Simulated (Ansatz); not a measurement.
```yaml
crystal:
  periodic: [false, false, false]
  atoms:
    - {symbol: Fe, position_ang: [0.003632, 0.000116, -0.116685]}
    - {symbol: N, position_ang: [-0.017778, 1.493168, 0.233765]}
    - {symbol: N, position_ang: [0.003298, -1.493628, 0.231462]}
basis:
  gaussian: {orbitals: def2-TZVP}
hamiltonian: {xc: pbe0}
relax: {f_tol: 0.004, max_steps: 80}
```

```sh
$ ansatz run in.yaml --threads 1 --pin off --events-out ev --progress --plain --max-ram 2176MiB
```

Steps of the relaxation (energy above the last step; positions in Å, forces in eV/Å):

```
3
step 1, 1637.1 meV
Fe    0.004    0.000   -0.117    0.138    0.004   -4.423
N    -0.018    1.493    0.234   -0.078    1.283    2.212
N     0.003   -1.494    0.231   -0.060   -1.287    2.210
```

```
3
step 2, 1194.6 meV
Fe    0.006    0.000   -0.178    0.136    0.004   -4.367
N    -0.019    1.488    0.265   -0.069    0.143    2.184
N     0.002   -1.489    0.262   -0.067   -0.148    2.183
```

```
3
step 3, 753.8 meV
Fe    0.008    0.000   -0.254    0.093    0.003   -2.977
N    -0.020    1.463    0.302   -0.040   -0.879    1.488
N     0.001   -1.463    0.300   -0.053    0.876    1.489
```

```
3
step 4, 110.1 meV
Fe    0.014    0.000   -0.444   -0.044   -0.001    1.401
N    -0.022    1.346    0.397    0.035   -1.874   -0.702
N    -0.003   -1.346    0.395    0.009    1.876   -0.699
```

```
3
step 8, 0.0 meV
Fe    0.014    0.000   -0.466    0.000    0.000    0.000
N    -0.022    1.276    0.408    0.000    0.000    0.000
N    -0.004   -1.277    0.406    0.000    0.000    0.000
```

Close pairs at the end: Fe1–N3 1.547 Å, Fe1–N2 1.547 Å.

A stationary point of restricted PBE0 after 8 steps (its stability towards spin polarisation wasn't tested); no frequencies were run, so it isn't proven a minimum. 63 s on 1 thread of Arm Neoverse V1, shared host.
